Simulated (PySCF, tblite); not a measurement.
Isomers of C3H8P2, one GFN2-xTB conformer each. Single-point energies are computed at PBE0/pcSseg-1 (PySCF, gas phase, no added dispersion term), electronic only.

**Question.** Rank them by PBE0/pcSseg-1 energy, lowest first (kJ/mol).
A. `[CH3:1]/[CH:2]=[P:3]\[CH2:4][PH2:5]` with C2–P3–C4–P5 180°, P3–C4–P5–H 46° and -46°
B. `[CH2:1]=[CH:2][PH:3][CH2:4][PH2:5]` with C1–C2–P3–C4 122°, C2–P3–C4–P5 -54°, P3–C4–P5–H -44° and 48°
C. `[PH2:1][CH2:2][P:3]1[CH2:4][CH2:5]1` with H–P1–C2–P3 -87° and -179°, P1–C2–P3–C4 7°
D. `[CH2:1]=[P:2][P:3]([CH3:4])[CH3:5]` with C1–P2–P3–C4 125°

**Answer.** D (0.0), C (33.8), A (46.6), B (58.4).

As drawn, the highest has a C=C bond outside aromatic rings, which the lowest lacks. GFN2-xTB itself gives, in the same order: 0.0, 20.1, 46.6, 54.4. Both levels put the same isomer lowest; measured from each level's own lowest isomer, the values differ by up to 13.7 kJ/mol (PCP1CC1: 20.1 against 33.8).

**Question.** Which frontier levels, dipoles and rotational constants go with these structures?

**Answer.** 
```json
{"SMILES": "C=PP(C)C", "HOMO (eV, PBE0/pcSseg-1)": "-6.46", "LUMO (eV)": "-1.79", "dipole (D)": "0.58", "A, B, C (MHz)": "5010, 2056, 1834"}
{"SMILES": "PCP1CC1", "HOMO (eV, PBE0/pcSseg-1)": "-7.05", "LUMO (eV)": "0.52", "dipole (D)": "0.76", "A, B, C (MHz)": "5516, 2110, 1783"}
{"SMILES": "C/C=P\\CP", "HOMO (eV, PBE0/pcSseg-1)": "-7.13", "LUMO (eV)": "-1.43", "dipole (D)": "2.10", "A, B, C (MHz)": "7763, 1384, 1203"}
{"SMILES": "C=CPCP", "HOMO (eV, PBE0/pcSseg-1)": "-6.50", "LUMO (eV)": "-0.42", "dipole (D)": "0.80", "A, B, C (MHz)": "4324, 1945, 1474"}
```

**Question.** What happens when harmonic zero-point energies from GFN2-xTB frequencies are added?

**Answer.** 
```csv
SMILES,ZPE (kJ/mol),electronic (kJ/mol),with ZPE (kJ/mol)
C=PP(C)C,262.9,0.0,0.0
PCP1CC1,257.8,33.8,28.7
C/C=P\CP,256.1,46.6,39.7
C=CPCP,249.0,58.4,44.5
```

The zero-point energies span 13.9 kJ/mol. The order is unchanged.
